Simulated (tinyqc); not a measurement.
Worked calculation: CID on RHF in the sto-3g basis, frozen core, for LiH, spin multiplicity 1. One step of it, computed by the program tinyqc.

Question. CID: roots. Diagonalise (each vector has its largest component positive (the first on a tie)); all determinants have Ms = 0, so triplets appear too. The lowest singlet root is the correlation energy.

Occupation strings over the orbitals (2 doubly, a alpha, b beta, 0 empty; spin orbitals ordered 1a 1b 2a 2b ...): 220000 202000 20a00b 200200 200020 20b00a 200002

H - E(HF) between determinants (hartree), order 220000, 202000, 20a00b, 200200, 200020, 20b00a, 200002:
```
[[0.000000, 0.017395, -0.039761, 0.021867, 0.021867, 0.039761, 0.128134],
 [0.017395, 0.629912, 0.105332, 0.041318, 0.041318, -0.105332, 0.028447],
 [-0.039761, 0.105332, 0.583104, -0.012789, -0.012789, -0.028447, 0.023523],
 [0.021867, 0.041318, -0.012789, 0.641732, 0.016869, 0.012789, 0.019674],
 [0.021867, 0.041318, -0.012789, 0.016869, 0.641732, 0.012789, 0.019674],
 [0.039761, -0.105332, -0.028447, 0.012789, 0.012789, 0.583104, -0.023523],
 [0.128134, 0.028447, 0.023523, 0.019674, 0.019674, -0.023523, 0.826053]]
```

Give: lowest roots of this matrix, relative to E(HF); lowest vectors; <S^2> of these roots; weight of the ground state by excitation level 0, 1, 2, ....

Answer.

lowest roots of this matrix, relative to E(HF) (hartree): [-0.027, 0.458, 0.555, 0.625, 0.670, 0.755, 0.870]

lowest vectors, order 220000, 202000, 20a00b, 200200, 200020, 20b00a, 200002:
```
[[0.982, 0.088, 0.000, 0.000],
 [-0.040, 0.674, 0.000, 0.000],
 [0.072, -0.475, 0.707, 0.000],
 [-0.022, -0.209, 0.000, 0.707],
 [-0.022, -0.209, 0.000, -0.707],
 [-0.072, 0.475, 0.707, 0.000],
 [-0.149, 0.000, 0.000, 0.000]]
```

<S^2> of these roots: [0.000, 0.000, 2.000, 0.000, 0.000, 0.000, 0.000]

weight of the ground state by excitation level 0, 1, 2, ...: [0.965, 0.000, 0.035]
